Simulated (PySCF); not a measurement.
Homolysis of single bonds, series Si Cl-H. Gas-phase values, no solvent. Strings in code marks are SMILES.

Calculation: PBE-D3(BJ)/def2-TZVP // B3LYP-D3(BJ)/def2-TZVP in PySCF. 

```
species                         dipole moment (D)
------------------------------  -----------------
radical fragment (`Cl[SiH]Cl`)                ___
whole molecule (`Cl[SiH2]Cl`)                1.11
radical fragment (`[SiH2]Cl`)                1.06
whole molecule (`[SiH3]Cl`)                  1.23
radical fragment (`[SiH3]`)                  0.03
whole molecule (`[SiH4]`)                    0.00
```

Complete the blanks.


- radical fragment (`Cl[SiH]Cl`), dipole moment (D): 0.95
